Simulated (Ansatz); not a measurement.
in.yaml

```yaml
crystal:
  periodic: [false, false, false]
  atoms:
    - {symbol: B, position_ang: [0.000000, 0.000000, 0.826501]}
    - {symbol: C, position_ang: [0.000000, 0.000000, -0.555344]}
    - {symbol: H, position_ang: [0.000000, -0.925158, -1.123694]}
    - {symbol: H, position_ang: [0.000000, 0.925158, -1.123694]}
basis:
  gaussian: {orbitals: cc-pVDZ, fitting: {mean_field: def2-universal-jkfit}}
magnetization: {spin_polarized: true, initial_magnetization: 1}
correlation: {method: bccd, electrons: outside_noble_gas}
accuracy: high
```

```sh
$ ansatz run in.yaml --threads 1 --pin off --events-out ev --progress --plain --max-ram 2393MiB
```

The program prints:

```
186 factors; integrals over basis functions are off by at most 2.4e-1 eV
mean field evaluation 1: about -1727.4375 eV, gradient 1.9e1 eV
mean field evaluation 2: about -1729.3308 eV, gradient 1.0e1 eV
mean field evaluation 4: about -1730.1120 eV, gradient 1.2e0 eV
mean field evaluation 8: about -1730.2506 eV, gradient 1.3e-1 eV
mean field evaluation 16: about -1730.1566 eV, gradient 7.8e-1 eV
mean field evaluation 32: about -1729.5181 eV, gradient 7.0e-1 eV
mean field evaluation 64: about -1730.2347 eV, gradient 6.7e-1 eV
mean field evaluation 96: about -1719.9593 eV, gradient 2.2e-2 eV
mean field evaluation 128: about -1727.4983 eV, gradient 4.2e-1 eV
mean field evaluation 160: about -1727.1016 eV, gradient 3.9e0 eV
...
cycle  16  -5.65122661 eV  change    1.1e-7 eV  update   5.9e-8
cycle  17  -5.65122666 eV  change   -4.3e-8 eV  update   2.8e-8
cycle  18  -5.65122654 eV  change    1.2e-7 eV  update   5.1e-8
cycle  19  -5.65122653 eV  change    8.4e-9 eV  update   1.9e-8
cycle  20  -5.65122651 eV  change    1.6e-8 eV  update   7.2e-9
cycle  21  -5.65122651 eV  change    5.0e-9 eV  update   3.4e-9
cycle  22  -5.65122650 eV  change    3.4e-9 eV  update   1.8e-9
cycle  23  -5.65122650 eV  change   2.2e-10 eV  update  8.3e-10
cycle  24  -5.65122650 eV  change   2.9e-10 eV  update  4.4e-10
cycle  25  -5.65122650 eV  change   5.1e-11 eV  update  2.2e-10
Total energy: -1735.90242842 eV, -63.7932376074 hartree
```

Ran on 1 thread of Arm Neoverse V1, shared host: 2.3 s wall, 0.11 GiB peak host memory.
